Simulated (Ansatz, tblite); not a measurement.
# (NaI)2 ring (Na2I2): rung by rung

The task here is to estimate one member of a computed series from the others.

Method: as each input shows; program: Ansatz 0.2.0, Gaussian basis.

The runs, in order: GFN1-xTB, GFN2-xTB, PBE-D4/def2-TZVP, r2SCAN-D4/def2-TZVP, LDA/def2-TZVP, B3LYP-D4/def2-TZVP, BLYP-D4/def2-TZVP, ωB97X-V/def2-TZVP, CAM-B3LYP-D4/def2-TZVP, B97M-V/def2-TZVP, HF/def2-TZVP, PBE-D4/def2-SVP, PBE0-D4/def2-SVP, PBE0-D4/def2-TZVPD, PBE-D4/def2-TZVPD, r2SCAN-D4/def2-TZVPD, CCSD(T)/def2-TZVPP, MP2/def2-TZVP, RPA/def2-TZVP.

## The geometry

The geometry is that of the singlet, from an earlier relaxation (PBE0-D4/def2-SVP).

4 atoms, charge 0, spin multiplicity 1.

Bond lengths: Na1–I2 2.921 Å, Na1–I4 2.920 Å, I2–Na3 2.920 Å, Na3–I4 2.920 Å. Angles: I2–Na1–I4 107.5°, Na1–I2–Na3 72.5°, I2–Na3–I4 107.5°, Na1–I4–Na3 72.5°.

I takes a core potential in the def2 sets. No spin-orbit coupling is included.

PBE0-D4/def2-TZVP was run before; its log isn't repeated, and its numbers join the tables.

The first run:

Tight binding, by tblite at 300 K electronic temperature and without a spin-polarisation term:

```python
tblite.interface.Calculator('GFN1-xTB', numbers, positions, charge=0, uhf=0).singlepoint()
```

Tight binding, by tblite at 300 K electronic temperature and without a spin-polarisation term:

```python
tblite.interface.Calculator('GFN2-xTB', numbers, positions, charge=0, uhf=0).singlepoint()
```

start.molden holds the orbitals of an earlier run on this state, given as this run's starting guess.

in.yaml

```yaml
crystal:
  periodic: [false, false, false]
  atoms:
    - {symbol: Na, position_ang: [-0.118312, -1.580464, 0.687914]}
    - {symbol: I, position_ang: [-1.729789, 0.744735, 1.413275]}
    - {symbol: Na, position_ang: [0.118259, 1.580356, -0.687951]}
    - {symbol: I, position_ang: [1.729843, -0.744627, -1.413248]}
basis:
  gaussian: {orbitals: def2-TZVP, initial_orbitals: start.molden}
hamiltonian: {xc: pbe, dispersion: d4}
scf: {omitted_lower_state_checks: [starts]}
output: {orbitals: {seedname: orbitals}}
```

Run with:

```bash
$ ansatz run in.yaml --threads 4 --pin off --events-out ev --progress --plain --max-ram 3916MiB
```

Among the steps run: PBE-D4/def2-TZVP; r2SCAN-D4/def2-TZVP; LDA/def2-TZVP; B3LYP-D4/def2-TZVP; BLYP-D4/def2-TZVP; ωB97X-V/def2-TZVP; CAM-B3LYP-D4/def2-TZVP; B97M-V/def2-TZVP; HF/def2-TZVP; PBE-D4/def2-SVP; PBE0-D4/def2-SVP; PBE0-D4/def2-TZVPD; PBE-D4/def2-TZVPD; r2SCAN-D4/def2-TZVPD; CCSD(T)/def2-TZVPP; MP2/def2-TZVP; RPA/def2-TZVP.

One of the session's tables, all rows but one given; the rest of the session is left out.

It belongs to the step «Levels side by side». 

```
                 level  HOMO (eV)  LUMO (eV)  gap (eV)
          HF/def2-TZVP      -9.02       0.18      9.20
         LDA/def2-TZVP          ?          ?         ?
       PBE-D4/def2-SVP      -5.46      -1.73      3.73
      PBE-D4/def2-TZVP      -5.57      -1.78      3.79
     PBE-D4/def2-TZVPD      -5.58      -1.79      3.79
     BLYP-D4/def2-TZVP      -5.38      -1.79      3.59
   r2SCAN-D4/def2-TZVP      -5.82      -1.15      4.67
  r2SCAN-D4/def2-TZVPD      -5.83      -1.16      4.67
      B97M-V/def2-TZVP      -5.77      -1.62      4.15
    B3LYP-D4/def2-TZVP      -6.40      -1.49      4.91
      PBE0-D4/def2-SVP      -6.57      -1.18      5.39
     PBE0-D4/def2-TZVP      -6.64      -1.22      5.42
    PBE0-D4/def2-TZVPD      -6.65      -1.23      5.42
CAM-B3LYP-D4/def2-TZVP      -7.86      -0.74      7.11
     ωB97X-V/def2-TZVP      -8.84       0.02      8.86
```

**Question.** Estimate the row for LDA/def2-TZVP.

As computed: HOMO (eV): -5.73; LUMO (eV): -1.84; gap (eV): 3.89. In the column «HOMO (eV)» it lies between B97M-V/def2-TZVP (-5.77) and PBE-D4/def2-TZVPD (-5.58).
